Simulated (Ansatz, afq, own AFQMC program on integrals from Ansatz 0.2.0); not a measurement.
**Where AFQMC and coupled cluster stand for CH3Br, triplet**

```xyz
5

Br   -0.4962    0.0000    0.0000
H     1.3008    0.0000    0.0000
C     2.6738    0.0000    0.0000
H     3.0882    0.0000    0.9962
H     3.0882    0.0000   -0.9962
```

Connectivity, by distances: Br ··· CH2, 1 bridging H.

Basis cc-pVTZ. Only valence electrons are correlated. Integrals, coupled cluster, full CI and functionals: Ansatz 0.2.0; the random walks run on the same integrals in our own AFQMC program. ph-AFQMC/CISD is guided by a CISD state made of CCSD amplitudes; releasing the constraint for a short imaginary time cuts its bias at the price of noise, slowly where states lie close. ± is one standard error of the sampling. No spin–orbit coupling.

Determinant: UHF, the one that the program's search chose, which needn't be the lowest solution. The geometry is a point of a scan.

No full CI on the walks' own integrals is used here. The released AFQMC energy serves as the reference, which it does only where one determinant dominates, the energy is flat over the last release times and near the phaseless one (40 meV or 2 meV an electron, half that with transition metals). On small molecules, where full CI could be run and the noise was under 10 meV, such values lay within 10 meV of it in 19 cases of 20, a flattering rate, since the rule was set on those same cases; what remains of the bias isn't in the error bar.

Cautions: no relativity below Rb; no spin-orbit coupling; inner d shell frozen; lower spins were not checked; unrestricted determinant slightly spin contaminated (⟨S²⟩ 2.08 against 2.00); the released value is read at 2.40 1/Eh with a noise of 11 meV, more than in the cases checked (meV from the phaseless value at times in 1/Eh: 0 ± 4 at 0.24, -10 ± 6 at 0.51, 6 ± 5 at 0.99, -1 ± 7 at 1.62, 2 ± 11 at 2.40).

* T1 diagnostic: 0.0163
* weight of the determinant in the CISD state: 0.863
* ⟨S²⟩ of the determinant: 2.078
* size of the correlated space: 14 electrons in 100 orbitals

```tsv
level	correlation energy (eV)
MP2	-8.2419
CCSD	-9.3525
CCSD(T)	-9.6762
```

**Question.** Estimate where phaseless AFQMC with a CISD trial lies against CCSD(T) on the same integrals.

**Answer.** 3.8 ± 0.6 kJ/mol below CCSD(T).

Reference: AFQMC with the constraint released, correlation energy -9.714 ± 0.011 eV.

```
        level  E − E(reference) (kJ/mol)  share of correlation (%)
      CCSD(T)                  3.6 ± 1.1                     99.61
  ph-AFQMC/HF                 -1.9 ± 2.7                    100.20
ph-AFQMC/CISD                 -0.2 ± 1.3                    100.02
```

A walk keeps the symmetry of its determinant, which the program's search chose and which needn't be the lowest solution, so a lower state of the same spin and another symmetry isn't excluded. Released energies are given only where the last usable release times agree within the noise; a slower fall can still hide under it.
